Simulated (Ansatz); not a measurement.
**BH₄O (doublet): the correlation ladder at distance B1–H4 along a hydrogen transfer = 1.194 Å, cc-pVDZ**

An exercise on one series of results from a longer session: the logs are not shown, and one member is left open.

Computed with Ansatz 0.2.0, Gaussian basis. Level: cc-pVDZ, core rule «outside noble gas», up to 2 orbitals frozen.

The runs, in order: UHF; CCSD(T) on ROHF; CCSD(T) on UHF; BCCD(T) on ROHF; CISD; CCSDT(Q) on ROHF; CCSDT(Q) on UHF; CASSCF and MRCISD+Q, 3 electrons in 3 orbitals; CASSCF and NEVPT2, 3 electrons in 3 orbitals.

11 further runs of the same task are left out: 4 for a mislabelled method, 6 that didn't finish, 1 set aside as unsound or not needed.

## The geometry

The geometry derives from fragments relaxed apart (PBE0/def2-TZVP) and kept rigid, so it is no stationary point. A hydrogen atom is moved between rigid fragments.

6 atoms, charge 0, spin multiplicity 2.

Atoms are counted from 1 here; the program's logs count them from 0.

Bond lengths: B1–H2 1.193 Å, B1–H3 1.193 Å, B1–H4 1.193 Å, O5–H6 0.973 Å. Angles: H2–B1–H3 120.0°, H2–B1–H4 120.0°, H3–B1–H4 120.0°.

Set-up of the first run:

in.yaml reads:

```yaml
crystal:
  periodic: [false, false, false]
  atoms:
    - {symbol: B, position_ang: [-1.569885, 0.030718, 0.000000]}
    - {symbol: H, position_ang: [-2.166618, 1.064290, 0.000000]}
    - {symbol: H, position_ang: [-2.166619, -1.002853, 0.000000]}
    - {symbol: H, position_ang: [-0.376420, 0.030718, 0.000000]}
    - {symbol: O, position_ang: [1.262115, 0.030718, 0.000000]}
    - {symbol: H, position_ang: [1.513974, -0.909232, 0.000000]}
basis:
  gaussian: {orbitals: cc-pVDZ}
magnetization: {spin_polarized: true, initial_magnetization: 1}
hamiltonian: {xc: hf}
output: {orbitals: {seedname: orbitals}}
```

On the command line:

```console
ansatz run in.yaml --threads 1 --pin off --events-out ev --progress --plain --max-ram 2393MiB
```

Among the steps run: UHF; CCSD(T) on ROHF; CCSD(T) on UHF; BCCD(T) on ROHF; CISD; CCSDT(Q) on ROHF; CCSDT(Q) on UHF; CASSCF and MRCISD+Q, 3 electrons in 3 orbitals; CASSCF and NEVPT2, 3 electrons in 3 orbitals.

One of the session's tables, all rows but one given; the rest of the session is left out.

It belongs to the step «Misses and costs». 

| method | from UCCSDT(Q) (kcal/mol) |
| --- | --- |
| ROHF | +187.22 |
| UHF | +184.20 |
| RMP2 | +27.71 |
| UMP2 | +27.71 |
| CISD | +16.97 |
| RCCSD | +3.37 |
| UCCSD | ? |
| RCCSD(T) | +0.67 |
| UCCSD(T) | +0.66 |
| BCCD(T) | +0.67 |
| RCCSDT | +0.23 |
| UCCSDT | +0.22 |
| RCCSDT(Q) | +0.02 |
| UCCSDT(Q) | 0 |
| CASSCF pair | +172.60 |
| NEVPT2 pair | +26.33 |
| MRCISD pair | +14.80 |
| MRCISD+Q pair | +1.18 |

**Question.** Estimate the row for UCCSD.

**Answer.** from UCCSDT(Q) (kcal/mol): +3.33. In the column «from UCCSDT(Q) (kcal/mol)» it lies between MRCISD+Q pair (+1.18) and RCCSD (+3.37).

To keep in mind: Restricted and unrestricted rows rest on different reference determinants; where their highest levels disagree by more than a few hundredths of an eV, they describe different states and don't form one ladder.
